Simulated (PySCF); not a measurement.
# C2H4Si: the cost of one run

Computed with PySCF 2.14.0, with density-fitted response routines of our own, on a single molecule in the gas phase. Atoms count from 0, in the outputs and in this text.

## (1) The starting structure

7 atoms, charge 0, multiplicity 1; geometry from: GFN2-xTB.

Bonds of the start (Å): C0–C1 1.20, C1–Si2 1.85, C0–H3 1.05, Si2–H4 1.46, Si2–H5 1.47, Si2–H6 1.47.

## (2) Geometry optimisation at PBE0-D3(BJ)/def2-TZVP

What the job is given:

```
{"job": {"xc": "PBE0", "basis": "def2-TZVP", "d3": "d3bj", "grid": 2, "kind": "geom"}, "charge": 0, "multiplicity": 1}
C      1.940220    -0.110210    -0.196580
C      0.746100    -0.045200    -0.073860
Si    -1.089890     0.062730     0.109830
H      2.985890    -0.167000    -0.302380
H     -1.645270     0.582000    -1.142410
H     -1.597730    -1.284410     0.385120
H     -1.384220     0.966990     1.224590
```

**Question.** How long does this first job take on 4 threads of Arm Neoverse V1, shared host?

About 10 s.
